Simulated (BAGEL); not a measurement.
**doublet CH2O+ at 4 levels**

Aim: a comparison of 4 runs (UHF/STO-3G, ROHF/6-31G*, ROHF/def2-TZVPP, FCI/STO-3G) of doublet CH2O+. 

The calculation is run with BAGEL 1.2.2.

## Step 1: The molecule

The species is CH2O+ (4 atoms), meant as a doublet with charge +1. As SMILES of the parent species, `C=O`. The shape is that of a PBE0-D4/def2-TZVP optimisation. That shape belongs to the parent species and isn't relaxed for this state.

Bond lengths: C1–O2 1.195 Å, C1–H3 1.109 Å, C1–H4 1.109 Å. Angles: O2–C1–H3 122.0°, O2–C1–H4 122.0°, H3–C1–H4 116.0°.

## Step 2: A single-point energy at UHF/STO-3G (density fitting with qzvpp-jkfit) (run 1)

Contents of calc.json:

```json
{ "bagel" : [

{
  "title" : "molecule",
  "basis" : "sto-3g",
  "df_basis" : "qzvpp-jkfit",
  "angstrom" : true,
  "geometry" : [
    { "atom" : "C", "xyz" : [      -0.002800,      -0.002200,      -0.003300 ] },
    { "atom" : "O", "xyz" : [       0.692000,       0.544400,       0.801300 ] },
    { "atom" : "H", "xyz" : [      -0.544800,       0.559700,      -0.790500 ] },
    { "atom" : "H", "xyz" : [      -0.144300,      -1.101900,      -0.007500 ] }
  ]
},

{
  "title" : "uhf",
  "charge" : 1,
  "nopen" : 1
},

{
  "title" : "print",
  "file" : "orbitals.molden",
  "orbitals" : true
}

]}
```

On the command line:

```
$ BAGEL_NUM_THREADS=1 BAGEL calc.json > calc.out
```

Output:

```text
* using 1 threads per process

  ===============================================================
  ===============================================================

  *** Geometry ***

  { "atom" : "C", "xyz" : [     -0.005291,     -0.004157,     -0.006236 ] },
  { "atom" : "O", "xyz" : [      1.307690,      1.028767,      1.514238 ] },
  { "atom" : "H", "xyz" : [     -1.029523,      1.057680,     -1.493829 ] },
  { "atom" : "H", "xyz" : [     -0.272687,     -2.082289,     -0.014173 ] },

  Number of auxiliary basis functions:      188

  Since a DF basis is specified, we compute 2- and 3-index integrals:
    o Being stored without compression. Storage requirement is 0.000 GB

  Number of basis functions:       12
  Number of electrons      :       16

    * METHOD: MOLECULE                             0.02

  *** Open-shell HF ***

  === Nuclear Repulsion ===
    31.4580731864

      * DIIS with orbital gradients will be used.

  === UHF iteration (sto-3g) ===
      0       -111.97639616          0.08964591           0.00
      1       -112.04437071          0.05639030           0.00
      2       -112.06774670          0.03017936           0.00
[... 15 lines of this table left out ...]
     18       -112.08130464          0.00000000           0.00
    * SCF iteration converged.

    * S^2 (UHF) is 0.8429

    * Permanent dipole moment:
           (    0.572231,     0.450220,     0.662630) a.u.

    * METHOD: UHF                                  0.05

    * METHOD: PRINT                                0.00

  ===============================================================
```

Run time: 0.22 s. Hardware: 1 thread of Arm Neoverse V2, shared host.

## Step 3: A single-point energy at ROHF/6-31G(d) (density fitting with qzvpp-jkfit, spherical functions) (run 2)

Contents of input.json:

```json
{ "bagel": [

{
  "title": "molecule",
  "basis": "6-31gs.json",
  "df_basis": "qzvpp-jkfit",
  "angstrom": true,
  "geometry": [
    { "atom": "C", "xyz": [   -0.002800,   -0.002200,   -0.003300 ] },
    { "atom": "O", "xyz": [    0.692000,    0.544400,    0.801300 ] },
    { "atom": "H", "xyz": [   -0.544800,    0.559700,   -0.790500 ] },
    { "atom": "H", "xyz": [   -0.144300,   -1.101900,   -0.007500 ] }
  ]
},
{ "title": "rohf", "charge": 1, "nopen": 1 },
{ "title": "print", "file": "orbitals.molden", "orbitals": true }

]}
```

The basis set 6-31G* is read from a file made from the Basis Set Exchange's data (not shown).

On the command line:

```
$ BAGEL_NUM_THREADS=1 BAGEL input.json > input.out
```

Output:

```text
* using 1 threads per process

  ===============================================================
  ===============================================================

  *** Geometry ***

  { "atom" : "C", "xyz" : [     -0.005291,     -0.004157,     -0.006236 ] },
  { "atom" : "O", "xyz" : [      1.307690,      1.028767,      1.514238 ] },
  { "atom" : "H", "xyz" : [     -1.029523,      1.057680,     -1.493829 ] },
  { "atom" : "H", "xyz" : [     -0.272687,     -2.082289,     -0.014173 ] },

  Number of auxiliary basis functions:      188

  Since a DF basis is specified, we compute 2- and 3-index integrals:
    o Being stored without compression. Storage requirement is 0.002 GB

  Number of basis functions:       32
  Number of electrons      :       16

    * METHOD: MOLECULE                             0.02

  *** Open-shell HF ***

  === Nuclear Repulsion ===
    31.4580731864

      * DIIS with orbital gradients will be used.

  === ROHF iteration (6-31gs.json) ===
      0       -113.32151572          0.08555278           0.00
      1       -113.37344888          0.08225488           0.00
      2       -113.41167177          0.06791838           0.00
[... 12 lines of this table left out ...]
     15       -113.51094174          0.00000001           0.00
    * SCF iteration converged.

    * S^2 (ROHF) is 0.7500

    * Permanent dipole moment:
           (    0.734860,     0.578145,     0.850965) a.u.

    * METHOD: ROHF                                 0.09

    * METHOD: PRINT                                0.00

  ===============================================================
```

It took 0.28 s on 1 thread of Arm Neoverse V2, shared host.

Run 3 isn't shown in full; the table further down has it.

## Step 4: A single-point energy at FCI/STO-3G (density fitting with qzvpp-jkfit) (run 4)

Contents of input.json:

```json
{ "bagel" : [

{
  "title" : "molecule",
  "basis" : "sto-3g",
  "df_basis" : "qzvpp-jkfit",
  "angstrom" : true,
  "geometry" : [
    { "atom" : "C", "xyz" : [      -0.002800,      -0.002200,      -0.003300 ] },
    { "atom" : "O", "xyz" : [       0.692000,       0.544400,       0.801300 ] },
    { "atom" : "H", "xyz" : [      -0.544800,       0.559700,      -0.790500 ] },
    { "atom" : "H", "xyz" : [      -0.144300,      -1.101900,      -0.007500 ] }
  ]
},

{ "title" : "hf", "charge" : 2 },

{ "title" : "fci", "nstate" : 1, "charge" : 1, "ncore" : 2, "nspin" : 1 }

]}
```

On the command line:

```
$ BAGEL_NUM_THREADS=1 BAGEL input.json > input.out
```

Output:

```text
* using 1 threads per process

  ===============================================================
  ===============================================================

  *** Geometry ***

  { "atom" : "C", "xyz" : [     -0.005291,     -0.004157,     -0.006236 ] },
  { "atom" : "O", "xyz" : [      1.307690,      1.028767,      1.514238 ] },
  { "atom" : "H", "xyz" : [     -1.029523,      1.057680,     -1.493829 ] },
  { "atom" : "H", "xyz" : [     -0.272687,     -2.082289,     -0.014173 ] },

[... 23 lines left out ...]
    * SCF iteration converged.
[... 1 line left out ...]
    * Permanent dipole moment:
[... 33 lines left out ...]
     * ci vector, state   0, <S^2> = 0.7500
       22222a....     0.9052431228
       222a2ab...     0.2333764985
       222b2aa...    -0.1638626411
       222.2a2...     0.1137043684
       2222a2....    -0.1058609295
       2222ba..a.     0.0824342766
       222a2ba...     0.0695138574
       22b22a.a..     0.0585665063
       222ba2a...    -0.0530578791
       2222ab..a.     0.0522045174

    * METHOD: FCI                                  1.09

  ===============================================================
```

Wall time 1.3 s (1 thread of Arm Neoverse V2, shared host).

## Step 5: Overview of the runs

| run | level | start charge | start multiplicity | energy (Eh) | ⟨S²⟩ | wall time |
| --- | --- | --- | --- | --- | --- | --- |
| 1 | UHF/STO-3G (density fitting with qzvpp-jkfit) | – | – | -112.081305 | 0.843 | 0.22 s |
| 2 | ROHF/6-31G* (density fitting with qzvpp-jkfit, spherical functions) | – | – | -113.510942 | 0.750 | 0.28 s |
| 3 | ROHF/def2-TZVPP (density fitting with qzvpp-jkfit) | – | – | -113.562020 | 0.750 | 0.58 s |
| 4 | FCI/STO-3G (density fitting with qzvpp-jkfit) | 2 | 1 | -112.205015 | – | 1.3 s |

## Step 6: What came out

| quantity | value |
| --- | --- |
| run 4: total energy | -112.20502 Eh |

What this shows: Against full CI in this basis: UHF +123.7 mEh. In runs 1, 4 the basis is minimal, so the values are rough. All runs together took 2.4 s, the longest 1.3 s.
